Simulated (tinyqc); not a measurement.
Worked calculation (part 1 of 2): UKS/LDA (PW92) in the sto-3g basis, for H2O, spin multiplicity 3. Computed by tinyqc, a small Python program that keeps every step (integrals from PySCF). Settings: charge = 0, multiplicity = 3, basis = sto-3g, energy threshold = 1e-10, iteration cap = 56, orthogonalisation = symmetric, start = core, DIIS depth = 6, method = UKS, functional = lda,pw, grid = [15, 14]. Command: `OMP_NUM_THREADS=1 python tinyqc.py 30815 30816 out.jsonl` (the two numbers bound the seeds that draw the settings). One thread of a shared host (Intel(R) Xeon(R) Processor @ 2.60GHz), about 2 s of CPU time with the checks. Later iterations appear only in the table of the cycle.

## One-electron integrals

Geometry (angstrom):
```
atom,x,y,z
O,0.000000,0.000000,0.000000
H,0.000000,1.132000,0.754000
H,0.000000,-1.122000,0.747000
```

Basis sto-3g: exponents (1/bohr^2) and contraction coefficients of normalised primitives:
```
element,l (shell),exponent,coefficient
O,s (1),130.709320,0.154329
O,s (1),23.808861,0.535328
O,s (1),6.443608,0.444635
O,s (2),5.033151,-0.099967
O,s (2),1.169596,0.399513
O,s (2),0.380389,0.700115
O,p (3),5.033151,0.155916
O,p (3),1.169596,0.607684
O,p (3),0.380389,0.391957
H,s (1),3.425251,0.154329
H,s (1),0.623914,0.535328
H,s (1),0.168855,0.444635
```

Overlap, kinetic and nuclear-attraction integrals over the contracted functions; the nuclear repulsion is the sum of Za Zb / Rab.

nuclear repulsion = 6.48799235 hartree

overlap S, lower triangle:
```
,1O 1s,1O 2s,1O 2px,1O 2py,1O 2pz,2H 1s,3H 1s
1O 1s,1.000000
1O 2s,0.236704,1.000000
1O 2px,0.000000,0.000000,1.000000
1O 2py,0.000000,0.000000,0.000000,1.000000
1O 2pz,0.000000,0.000000,0.000000,0.000000,1.000000
2H 1s,0.020984,0.253941,0.000000,0.202639,0.134973,1.000000
3H 1s,0.021570,0.259265,0.000000,-0.206233,0.137305,0.077426,1.000000
```

kinetic energy T (hartree), lower triangle:
```
,1O 1s,1O 2s,1O 2px,1O 2py,1O 2pz,2H 1s,3H 1s
1O 1s,29.003200
1O 2s,-0.168011,0.808128
1O 2px,0.000000,0.000000,2.528731
1O 2py,0.000000,0.000000,0.000000,2.528731
1O 2pz,0.000000,0.000000,0.000000,0.000000,2.528731
2H 1s,-0.006754,0.009352,0.000000,0.059113,0.039374,0.760032
3H 1s,-0.006954,0.011199,0.000000,-0.062317,0.041489,-0.011475,0.760032
```

nuclear attraction V (hartree), lower triangle:
```
,1O 1s,1O 2s,1O 2px,1O 2py,1O 2pz,2H 1s,3H 1s
1O 1s,-61.400108
1O 2s,-7.368100,-9.832956
1O 2px,0.000000,0.000000,-9.725670
1O 2py,0.000117,0.001426,0.000000,-9.797452
1O 2pz,-0.008601,-0.107849,0.000000,0.000597,-9.757502
2H 1s,-0.667362,-1.792736,0.000000,-1.235066,-0.841233,-4.551186
3H 1s,-0.685988,-1.835734,0.000000,1.262400,-0.859227,-0.405366,-4.577980
```

core Hamiltonian H = T + V (hartree), lower triangle:
```
,1O 1s,1O 2s,1O 2px,1O 2py,1O 2pz,2H 1s,3H 1s
1O 1s,-32.396908
1O 2s,-7.536111,-9.024828
1O 2px,0.000000,0.000000,-7.196939
1O 2py,0.000117,0.001426,0.000000,-7.268721
1O 2pz,-0.008601,-0.107849,0.000000,0.000597,-7.228771
2H 1s,-0.674116,-1.783384,0.000000,-1.175953,-0.801859,-3.791154
3H 1s,-0.692942,-1.824535,0.000000,1.200083,-0.817738,-0.416840,-3.817948
```

## Two-electron integrals

Functions are numbered as in S; the eight-fold symmetry (ij|kl) = (ji|kl) = (kl|ij) leaves the list below.

Two-electron integrals (ij|kl) in chemists' order, unique and non-zero (hartree):
```
i,j,k,l,(ij|kl)
1,1,1,1,4.785065
2,1,1,1,0.741380
2,1,2,1,0.136873
2,2,1,1,1.118947
2,2,2,1,0.256633
2,2,2,2,0.817206
3,1,3,1,0.024477
3,2,3,1,0.037809
3,2,3,2,0.180518
3,3,1,1,1.115814
3,3,2,1,0.256684
3,3,2,2,0.817023
3,3,3,3,0.880159
4,1,4,1,0.024477
4,2,4,1,0.037809
4,2,4,2,0.180518
4,3,4,3,0.047444
4,4,1,1,1.115814
4,4,2,1,0.256684
4,4,2,2,0.817023
4,4,3,3,0.785270
4,4,4,4,0.880159
5,1,5,1,0.024477
5,2,5,1,0.037809
5,2,5,2,0.180518
5,3,5,3,0.047444
5,4,5,4,0.047444
5,5,1,1,1.115814
5,5,2,1,0.256684
5,5,2,2,0.817023
5,5,3,3,0.785270
5,5,4,4,0.785270
5,5,5,5,0.880159
6,1,1,1,0.066403
6,1,2,1,0.012171
6,1,2,2,0.022728
6,1,3,3,0.022688
6,1,4,1,0.000437
6,1,4,2,0.000831
6,1,4,4,0.022774
6,1,5,1,0.000291
6,1,5,2,0.000553
6,1,5,4,0.000057
6,1,5,5,0.022726
6,1,6,1,0.001095
6,2,1,1,0.191992
6,2,2,1,0.044721
6,2,2,2,0.161710
6,2,3,3,0.158814
6,2,4,1,0.002750
6,2,4,2,0.022777
6,2,4,4,0.164718
6,2,5,1,0.001832
6,2,5,2,0.015171
6,2,5,4,0.003932
6,2,5,5,0.161433
6,2,6,1,0.004059
6,2,6,2,0.042766
6,3,3,1,0.004288
6,3,3,2,0.026359
6,3,4,3,0.004498
6,3,5,3,0.002996
6,3,6,3,0.005556
6,4,1,1,0.126429
6,4,2,1,0.029793
6,4,2,2,0.115146
6,4,3,3,0.110216
6,4,4,1,0.005850
6,4,4,2,0.041259
6,4,4,4,0.123134
6,4,5,1,0.001041
6,4,5,2,0.009925
6,4,5,4,0.005609
6,4,5,5,0.111956
6,4,6,1,0.002797
6,4,6,2,0.037118
6,4,6,4,0.037450
6,5,1,1,0.084211
6,5,2,1,0.019844
6,5,2,2,0.076696
6,5,3,3,0.073412
6,5,4,1,0.001041
6,5,4,2,0.009925
6,5,4,4,0.076025
6,5,5,1,0.004981
6,5,5,2,0.032969
6,5,5,4,0.006238
6,5,5,5,0.080563
6,5,6,1,0.001863
6,5,6,2,0.024723
6,5,6,4,0.021243
6,5,6,5,0.019706
6,6,1,1,0.386117
6,6,2,1,0.091328
6,6,2,2,0.380772
6,6,3,3,0.367801
6,6,4,1,0.006055
6,6,4,2,0.071507
6,6,4,4,0.394502
6,6,5,1,0.004033
6,6,5,2,0.047629
6,6,5,4,0.017785
6,6,5,5,0.379647
6,6,6,1,0.008316
6,6,6,2,0.138208
6,6,6,4,0.137508
6,6,6,5,0.091591
6,6,6,6,0.774606
7,1,1,1,0.068256
7,1,2,1,0.012511
7,1,2,2,0.023363
7,1,3,3,0.023321
7,1,4,1,-0.000450
7,1,4,2,-0.000857
7,1,4,4,0.023410
7,1,5,1,0.000300
7,1,5,2,0.000570
7,1,5,4,-0.000059
7,1,5,5,0.023361
7,1,6,1,0.001108
7,1,6,2,0.004035
7,1,6,4,0.002593
7,1,6,5,0.001856
7,1,6,6,0.008236
7,1,7,1,0.001157
7,2,1,1,0.196580
7,2,2,1,0.045787
7,2,2,2,0.165461
7,2,3,3,0.162496
7,2,4,1,-0.002819
7,2,4,2,-0.023298
7,2,4,4,0.168543
7,2,5,1,0.001877
7,2,5,2,0.015511
7,2,5,4,-0.004026
7,2,5,5,0.165176
7,2,6,1,0.004019
7,2,6,2,0.032911
7,2,6,4,0.020294
7,2,6,5,0.018414
7,2,6,6,0.082772
7,2,7,1,0.004272
7,2,7,2,0.044674
7,3,3,1,0.004399
7,3,3,2,0.027007
7,3,4,3,-0.004606
7,3,5,3,0.003067
7,3,6,3,0.004068
7,3,7,3,0.005816
7,4,1,1,-0.129170
7,4,2,1,-0.030438
7,4,2,2,-0.117556
7,4,3,3,-0.112510
7,4,4,1,0.006000
7,4,4,2,0.042239
7,4,4,4,-0.125734
7,4,5,1,-0.001066
7,4,5,2,-0.010141
7,4,5,4,0.005737
7,4,5,5,-0.114288
7,4,6,1,-0.002577
7,4,6,2,-0.020232
7,4,6,4,-0.008849
7,4,6,5,-0.011162
7,4,6,6,-0.049158
7,4,7,1,-0.002939
7,4,7,2,-0.038683
7,4,7,4,0.038974
7,5,1,1,0.085998
7,5,2,1,0.020265
7,5,2,2,0.078266
7,5,3,3,0.074907
7,5,4,1,-0.001066
7,5,4,2,-0.010141
7,5,4,4,0.077577
7,5,5,1,0.005109
7,5,5,2,0.033759
7,5,5,4,-0.006384
7,5,5,5,0.082224
7,5,6,1,0.001844
7,5,6,2,0.018376
7,5,6,4,0.011167
7,5,6,5,0.014194
7,5,6,6,0.049835
7,5,7,1,0.001957
7,5,7,2,0.025754
7,5,7,4,-0.022076
7,5,7,5,0.020514
7,6,1,1,0.040808
7,6,2,1,0.009595
7,6,2,2,0.037796
7,6,3,3,0.036973
7,6,4,1,1.30e-06
7,6,4,2,0.000019
7,6,4,4,0.037746
7,6,5,1,0.000617
7,6,5,2,0.006169
7,6,5,4,3.35e-06
7,6,5,5,0.038626
7,6,6,1,0.000860
7,6,6,2,0.009842
7,6,6,4,0.007553
7,6,6,5,0.006451
7,6,6,6,0.033952
7,6,7,1,0.000884
7,6,7,2,0.010038
7,6,7,4,-0.007671
7,6,7,5,0.006562
7,6,7,6,0.002977
7,7,1,1,0.389460
7,7,2,1,0.092115
7,7,2,2,0.383828
7,7,3,3,0.370640
7,7,4,1,-0.006152
7,7,4,2,-0.072465
7,7,4,4,0.397792
7,7,5,1,0.004096
7,7,5,2,0.048245
7,7,5,4,-0.018077
7,7,5,5,0.382675
7,7,6,1,0.008081
7,7,6,2,0.081514
7,7,6,4,0.048508
7,7,6,5,0.049213
7,7,6,6,0.234471
7,7,7,1,0.008624
7,7,7,2,0.141898
7,7,7,4,-0.140793
7,7,7,5,0.093736
7,7,7,6,0.033952
7,7,7,7,0.774606
```

## Orthogonalisation

S = U s U^T; symmetric (Loewdin) form X = U s^(-1/2) U^T, so that X^T S X = 1.

eigenvalues of S: 0.576384  0.669690  0.897901  1.000000  1.094434  1.252946  1.508644

X, lower triangle:
```
,1O 1s,1O 2s,1O 2px,1O 2py,1O 2pz,2H 1s,3H 1s
1O 1s,1.022799
1O 2s,-0.129273,1.077324
1O 2px,0.000000,0.000000,1.000000
1O 2py,0.000101,-0.000946,0.000000,1.035907
1O 2pz,-0.003390,0.028646,0.000000,-0.000447,1.014811
2H 1s,0.013556,-0.136259,0.000000,-0.114051,-0.070884,1.052408
3H 1s,0.013843,-0.139809,0.000000,0.116330,-0.072455,-0.026013,1.054641
```

## Starting guess

The start is the orbitals of the core Hamiltonian; D(s) = C_occ C_occ^T for each spin.

D(alpha) at the start, lower triangle:
```
,1O 1s,1O 2s,1O 2px,1O 2py,1O 2pz,2H 1s,3H 1s
1O 1s,1.063168
1O 2s,-0.274978,1.213074
1O 2px,0.000000,0.000000,1.000000
1O 2py,0.001677,-0.013247,0.000000,1.065187
1O 2pz,-0.012402,0.078749,0.000000,-0.005916,1.040326
2H 1s,0.039360,-0.238990,0.000000,-0.072865,-0.125960,0.324221
3H 1s,0.050809,-0.331857,0.000000,0.136852,-0.166905,0.490600,0.803656
```

D(beta) at the start, lower triangle:
```
,1O 1s,1O 2s,1O 2px,1O 2py,1O 2pz,2H 1s,3H 1s
1O 1s,1.062089
1O 2s,-0.266030,1.138888
1O 2px,0.000000,0.000000,0.000000
1O 2py,0.000258,-0.001485,0.000000,1.063322
1O 2pz,-0.008483,0.046251,0.000000,-0.000763,1.026091
2H 1s,0.021206,-0.088466,0.000000,-0.096730,-0.060023,0.018809
3H 1s,0.021721,-0.090676,0.000000,0.098613,-0.061255,0.001245,0.019572
```

## Iteration 1: exchange-correlation on the grid

Becke grid with 15 radial and 14 angular points per atom, points of zero weight dropped. rho = sum D_ij phi_i phi_j; V_xc,ij = sum w v_xc phi_i phi_j; v_xc is d(rho eps)/d rho(s) for spin s.

The 8 grid points with the largest w rho, of 626 (bohr, atomic units):
```
x,y,z,w,rho(alpha),rho(beta),eps_xc,v_xc(alpha)
0.000000,0.000000,0.900000,0.244364,0.367198,0.362554,-0.733554,-0.964918
0.000000,-0.900000,0.000000,0.241964,0.359731,0.358974,-0.730053,-0.958966
0.000000,0.900000,0.000000,0.242164,0.358717,0.358678,-0.729636,-0.958166
0.519615,-0.519615,0.519615,0.273081,0.360738,0.273604,-0.704312,-0.952964
-0.519615,-0.519615,0.519615,0.273081,0.360738,0.273604,-0.704312,-0.952964
0.519615,0.519615,0.519615,0.273262,0.359721,0.273311,-0.703828,-0.952152
-0.519615,0.519615,0.519615,0.273262,0.359721,0.273311,-0.703828,-0.952152
-0.519615,-0.519615,-0.519615,0.275538,0.351904,0.266819,-0.698843,-0.945493
```

electrons on the grid, sum of w rho = 10.032309

E_xc = sum of w rho eps_xc = -9.21906487 hartree

V_xc(alpha) (hartree), lower triangle:
```
,1O 1s,1O 2s,1O 2px,1O 2py,1O 2pz,2H 1s,3H 1s
1O 1s,-2.951796
1O 2s,-0.429433,-0.840980
1O 2px,0.000000,0.000000,-0.828716
1O 2py,0.000081,0.002030,0.000000,-0.836552
1O 2pz,-0.000686,-0.007703,0.000000,0.001397,-0.843162
2H 1s,-0.038679,-0.151422,0.000000,-0.103988,-0.071315,-0.363852
3H 1s,-0.039763,-0.161890,0.000000,0.116482,-0.079110,-0.032847,-0.464853
```

V_xc(beta) (hartree), lower triangle:
```
,1O 1s,1O 2s,1O 2px,1O 2py,1O 2pz,2H 1s,3H 1s
1O 1s,-2.934188
1O 2s,-0.417012,-0.777645
1O 2px,0.000000,0.000000,-0.712058
1O 2py,0.000020,0.000531,0.000000,-0.797772
1O 2pz,-0.000541,-0.005078,0.000000,0.000415,-0.808204
2H 1s,-0.037640,-0.135915,0.000000,-0.091216,-0.061962,-0.243646
3H 1s,-0.038691,-0.141057,0.000000,0.096040,-0.065091,-0.026978,-0.273482
```

## Iteration 1: building the Kohn-Sham matrix

J_ij = sum D_kl (ij|kl) with D = D(alpha) + D(beta); F = H + J + V_xc; E = tr D H + tr D J / 2 + E_xc + E_nn.

Coulomb J (hartree), lower triangle:
```
,1O 1s,1O 2s,1O 2px,1O 2py,1O 2pz,2H 1s,3H 1s
1O 1s,17.840608
1O 2s,3.375409,8.352303
1O 2px,0.000000,0.000000,8.270175
1O 2py,-0.002496,-0.028700,0.000000,8.387776
1O 2pz,0.006046,0.046970,0.000000,-0.007194,8.375566
2H 1s,0.300528,1.615744,0.000000,1.136023,0.768009,3.826047
3H 1s,0.309047,1.677670,0.000000,-1.197697,0.802067,0.380151,4.089739
```

F(alpha) (hartree), lower triangle:
```
,1O 1s,1O 2s,1O 2px,1O 2py,1O 2pz,2H 1s,3H 1s
1O 1s,-17.508096
1O 2s,-4.590135,-1.513505
1O 2px,0.000000,0.000000,0.244519
1O 2py,-0.002298,-0.025244,0.000000,0.282503
1O 2pz,-0.003240,-0.068583,0.000000,-0.005200,0.303633
2H 1s,-0.412267,-0.319063,0.000000,-0.143917,-0.105165,-0.328959
3H 1s,-0.423657,-0.308754,0.000000,0.118868,-0.094780,-0.069536,-0.193062
```

F(beta) (hartree), lower triangle:
```
,1O 1s,1O 2s,1O 2px,1O 2py,1O 2pz,2H 1s,3H 1s
1O 1s,-17.490488
1O 2s,-4.577714,-1.450170
1O 2px,0.000000,0.000000,0.361177
1O 2py,-0.002359,-0.026742,0.000000,0.321284
1O 2pz,-0.003096,-0.065957,0.000000,-0.006181,0.338591
2H 1s,-0.411228,-0.303556,0.000000,-0.131146,-0.095811,-0.208754
3H 1s,-0.422586,-0.287922,0.000000,0.098426,-0.080762,-0.063667,-0.001691
```

total energy of this density = -73.77351295 hartree

## Iteration 1: diagonalisation and new density

Diagonalise F' = X^T F X, C = X C', fill 6 alpha and 4 beta electrons from the bottom; D(s) = C_occ C_occ^T. Each column has its largest component positive (the first on a tie).

F' = X^T F X (alpha) (hartree), lower triangle:
```
,1,2,3,4,5,6,7
1,-17.148343
2,-2.508310,-0.628697
3,0.000000,0.000000,0.244519
4,0.001017,-0.025717,0.000000,0.360815
5,-0.012518,-0.021688,0.000000,-0.004830,0.336039
6,-0.016265,-0.144531,0.000000,-0.161612,-0.103622,-0.243559
7,-0.018031,-0.153856,0.000000,0.159267,-0.103758,-0.021902,-0.100597
```

orbital energies (alpha) (hartree): MO1 -17.520992, MO2 -0.458980, MO3 -0.236544, MO4 -0.033327, MO5 0.244519, MO6 0.374177, MO7 0.451324

coefficients C (alpha):
```
,MO1,MO2,MO3,MO4,MO5,MO6,MO7
1O 1s,0.992761,-0.183338,0.085831,-0.189390,0.000000,-0.021587,0.018093
1O 2s,0.029813,0.628396,-0.335425,0.826985,0.000000,0.129462,-0.085606
1O 2px,0.000000,0.000000,0.000000,0.000000,1.000000,0.000000,0.000000
1O 2py,0.000143,0.049751,0.192703,0.114819,0.000000,0.170221,1.008899
1O 2pz,0.001445,0.095654,-0.013425,-0.152495,0.000000,0.992369,-0.153506
2H 1s,-0.004468,0.524255,0.698777,-0.448525,0.000000,-0.305420,-0.295658
3H 1s,-0.004496,0.237075,-0.589147,-0.697674,0.000000,-0.220008,0.461512
```

F' = X^T F X (beta) (hartree), lower triangle:
```
,1,2,3,4,5,6,7
1,-17.132159
2,-2.505292,-0.562906
3,0.000000,0.000000,0.361177
4,0.001085,-0.026866,0.000000,0.398486
5,-0.012550,-0.018994,0.000000,-0.005393,0.370356
6,-0.015980,-0.153033,0.000000,-0.165410,-0.105196,-0.117615
7,-0.017379,-0.167519,0.000000,0.164068,-0.105968,-0.025755,0.100837
```

orbital energies (beta) (hartree): MO1 -17.502874, MO2 -0.375740, MO3 -0.107454, MO4 0.101676, MO5 0.361177, MO6 0.420759, MO7 0.520631

coefficients C (beta):
```
,MO1,MO2,MO3,MO4,MO5,MO6,MO7
1O 1s,0.992923,-0.198537,0.110185,0.154979,0.000000,-0.031347,0.027583
1O 2s,0.029172,0.697297,-0.447414,-0.692805,0.000000,0.175859,-0.134595
1O 2px,0.000000,0.000000,0.000000,0.000000,1.000000,0.000000,0.000000
1O 2py,0.000150,0.058906,0.241726,-0.212034,0.000000,0.265478,0.960368
1O 2pz,0.001401,0.101482,0.009105,0.265145,0.000000,0.955925,-0.215568
2H 1s,-0.004349,0.474420,0.747378,0.371898,0.000000,-0.379438,-0.281202
3H 1s,-0.004363,0.183610,-0.439830,0.724295,0.000000,-0.243884,0.583267
```

D(alpha) after iteration 1, lower triangle:
```
,1O 1s,1O 2s,1O 2px,1O 2py,1O 2pz,2H 1s,3H 1s
1O 1s,1.062888
1O 2s,-0.273819,1.208945
1O 2px,0.000000,0.000000,1.000000
1O 2py,-0.017859,0.083620,0.000000,0.081768
1O 2pz,-0.009797,0.067018,0.000000,0.153584,1.017384
2H 1s,0.050965,-0.315545,0.000000,0.057250,-0.193932,1.057609
3H 1s,0.038386,-0.258991,0.000000,-0.219292,-0.081358,0.092745,0.938472
```

D(beta) after iteration 1, lower triangle:
```
,1O 1s,1O 2s,1O 2px,1O 2py,1O 2pz,2H 1s,3H 1s
1O 1s,1.061472
1O 2s,-0.266143,1.167232
1O 2px,0.000000,0.000000,0.000000
1O 2py,-0.017773,0.079826,0.000000,0.106860
1O 2pz,0.023338,-0.116963,0.000000,-0.048041,0.080685
2H 1s,0.041478,-0.261355,0.000000,0.129751,0.153550,0.921975
3H 1s,0.023003,-0.177105,0.000000,-0.249079,0.206665,0.027772,0.751785
```

## Iteration 2: exchange-correlation on the grid

As before.

The 8 grid points with the largest w rho, of 626 (bohr, atomic units):
```
x,y,z,w,rho(alpha),rho(beta),eps_xc,v_xc(alpha)
0.000000,0.000000,-0.900000,0.244951,0.343624,0.148133,-0.665655,-0.927560
0.519615,0.519615,0.519615,0.273262,0.315056,0.106549,-0.643405,-0.898600
-0.519615,0.519615,0.519615,0.273262,0.315056,0.106549,-0.643405,-0.898600
0.000000,0.000000,-1.315168,0.685204,0.117108,0.047712,-0.474621,-0.657648
0.519615,0.519615,-0.519615,0.275540,0.257286,0.151122,-0.618745,-0.850995
-0.519615,0.519615,-0.519615,0.275540,0.257286,0.151122,-0.618745,-0.850995
0.000000,0.000000,0.900000,0.244364,0.358611,0.097604,-0.668664,-0.933796
0.900000,0.000000,0.000000,0.244942,0.352154,0.096686,-0.664866,-0.928472
```

electrons on the grid, sum of w rho = 10.056783

E_xc = sum of w rho eps_xc = -8.33821836 hartree

V_xc(alpha) (hartree), lower triangle:
```
,1O 1s,1O 2s,1O 2px,1O 2py,1O 2pz,2H 1s,3H 1s
1O 1s,-2.931281
1O 2s,-0.414393,-0.773867
1O 2px,0.000000,0.000000,-0.788487
1O 2py,-0.001534,-0.008115,0.000000,-0.721649
1O 2pz,-0.000430,-0.011417,0.000000,-0.009532,-0.796273
2H 1s,-0.037379,-0.153404,0.000000,-0.112822,-0.080686,-0.526295
3H 1s,-0.038303,-0.154979,0.000000,0.111398,-0.080382,-0.035516,-0.513884
```

V_xc(beta) (hartree), lower triangle:
```
,1O 1s,1O 2s,1O 2px,1O 2py,1O 2pz,2H 1s,3H 1s
1O 1s,-2.895748
1O 2s,-0.387892,-0.645972
1O 2px,0.000000,0.000000,-0.627196
1O 2py,-0.001877,-0.011017,0.000000,-0.646221
1O 2pz,0.002180,0.000577,0.000000,0.005874,-0.648448
2H 1s,-0.035064,-0.135380,0.000000,-0.105866,-0.070536,-0.511520
3H 1s,-0.035950,-0.136873,0.000000,0.104605,-0.071920,-0.032575,-0.492845
```

## Iteration 2: building the Kohn-Sham matrix

As before.

Coulomb J (hartree), lower triangle:
```
,1O 1s,1O 2s,1O 2px,1O 2py,1O 2pz,2H 1s,3H 1s
1O 1s,15.818103
1O 2s,2.918094,7.164442
1O 2px,0.000000,0.000000,7.130174
1O 2py,0.007731,0.042000,0.000000,7.157740
1O 2pz,0.010548,0.148460,0.000000,0.008266,7.181897
2H 1s,0.260319,1.489968,0.000000,1.099392,0.759657,4.318908
3H 1s,0.267205,1.506464,0.000000,-1.092358,0.763229,0.368660,4.209933
```

F(alpha) (hartree), lower triangle:
```
,1O 1s,1O 2s,1O 2px,1O 2py,1O 2pz,2H 1s,3H 1s
1O 1s,-19.510086
1O 2s,-5.032410,-2.634253
1O 2px,0.000000,0.000000,-0.855252
1O 2py,0.006314,0.035311,0.000000,-0.832630
1O 2pz,0.001517,0.029193,0.000000,-0.000669,-0.843147
2H 1s,-0.451176,-0.446820,0.000000,-0.189383,-0.122888,0.001458
3H 1s,-0.464040,-0.473050,0.000000,0.219123,-0.134891,-0.083697,-0.121899
```

F(beta) (hartree), lower triangle:
```
,1O 1s,1O 2s,1O 2px,1O 2py,1O 2pz,2H 1s,3H 1s
1O 1s,-19.474552
1O 2s,-5.005909,-2.506358
1O 2px,0.000000,0.000000,-0.693960
1O 2py,0.005972,0.032409,0.000000,-0.757202
1O 2pz,0.004127,0.041188,0.000000,0.014737,-0.695322
2H 1s,-0.448862,-0.428796,0.000000,-0.182427,-0.112737,0.016234
3H 1s,-0.461686,-0.454944,0.000000,0.212330,-0.126429,-0.080756,-0.100861
```

total energy of this density = -73.69244622 hartree

## Iteration 2: DIIS over 2 matrices

error matrix X^T (FDS - SDF) X (alpha):
```
,1,2,3,4,5,6,7
1,0.000000,0.000275,0.000000,0.000580,-0.000099,-0.002360,0.003376
2,-0.000275,0.000000,0.000000,-0.034997,0.005419,0.022975,-0.034265
3,0.000000,0.000000,0.000000,0.000000,0.000000,0.000000,0.000000
4,-0.000580,0.034997,0.000000,0.000000,-0.001211,-0.251544,0.356834
5,0.000099,-0.005419,0.000000,0.001211,0.000000,0.038156,-0.054069
6,0.002360,-0.022975,0.000000,0.251544,-0.038156,0.000000,0.012026
7,-0.003376,0.034265,0.000000,-0.356834,0.054069,-0.012026,0.000000
```

B (overlaps of the stored error matrices):
```
,1,2
1,3.8515322e-01,-5.1326900e-01
2,-5.1326900e-01,1.0596172e+00
```

Minimise |sum c_i e_i|^2 with sum c_i = 1: solve [B -1; -1 0][c; lambda] = [0; -1] with B_ij = tr e_i^T e_j summed over both spins, and take F = sum c_i F_i.

DIIS coefficients: 0.636459  0.363541

extrapolated F(alpha) (hartree), lower triangle:
```
,1O 1s,1O 2s,1O 2px,1O 2py,1O 2pz,2H 1s,3H 1s
1O 1s,-18.235902
1O 2s,-4.750920,-1.920943
1O 2px,0.000000,0.000000,-0.155293
1O 2py,0.000833,-0.003230,0.000000,-0.122894
1O 2pz,-0.001511,-0.033037,0.000000,-0.003553,-0.113269
2H 1s,-0.426412,-0.365508,0.000000,-0.160446,-0.111608,-0.208839
3H 1s,-0.438338,-0.368483,0.000000,0.155315,-0.109362,-0.074684,-0.167191
```

extrapolated F(beta) (hartree), lower triangle:
```
,1O 1s,1O 2s,1O 2px,1O 2py,1O 2pz,2H 1s,3H 1s
1O 1s,-18.211777
1O 2s,-4.733380,-1.834138
1O 2px,0.000000,0.000000,-0.022409
1O 2py,0.000670,-0.005238,0.000000,-0.070790
1O 2pz,-0.000470,-0.027005,0.000000,0.001423,-0.037279
2H 1s,-0.424909,-0.349086,0.000000,-0.149789,-0.101965,-0.126961
3H 1s,-0.436801,-0.348642,0.000000,0.139834,-0.097363,-0.069880,-0.037743
```
